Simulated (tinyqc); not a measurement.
Orbital energy against energy difference: ionisation energy by orbital energies and by energy differences in the 6-31g basis, for H2O, spin multiplicity 1. Computed by the program tinyqc with PySCF. The cation is unrestricted; errors are against CCSD(T) in this basis, not against experiment.

Geometry (angstrom):

| atom | x | y | z |
|---|---|---|---|
| O | 0.0000 | 0.0000 | 0.0000 |
| H | 0.0000 | 0.7500 | 0.4970 |
| H | 0.0000 | -0.7500 | 0.4970 |

CCSD(T) difference in the same basis = 12.0204 eV

IP-EOM-CCSD = 11.7900 eV

First vertical ionisation energy (eV):

| method | -e(HOMO) | E(cation) - E | error of -e(HOMO) | error of the difference |
|---|---|---|---|---|
| HF | 13.643 | 11.13255 | 1.623 | -0.888 |
| LDA | 6.334 | 12.89111 | -5.686 | 0.871 |
| PBE | 6.244 | 12.55788 | -5.776 | 0.538 |
| B3LYP | 7.988 | 12.61374 | -4.032 | 0.593 |
| PBE0 | 8.360 | 12.50118 | -3.660 | 0.481 |
| CAM-B3LYP | 9.885 | 12.60953 | -2.135 | 0.589 |
| LC-wPBE | 11.341 | 12.65288 | -0.680 | 0.633 |

What does the comparison show, and why?

Koopmans errs by +1.62 eV and Delta-HF by -0.89 eV: relaxation, 2.51 eV, lowers the value and the missing correlation difference works against it. The PBE level is off by -5.8 eV through the wrong tail of its potential, though its energy difference is off by +0.54 eV; exact exchange deepens the level, and among the orbital energies LC-wPBE comes closest; among the differences PBE0 does.
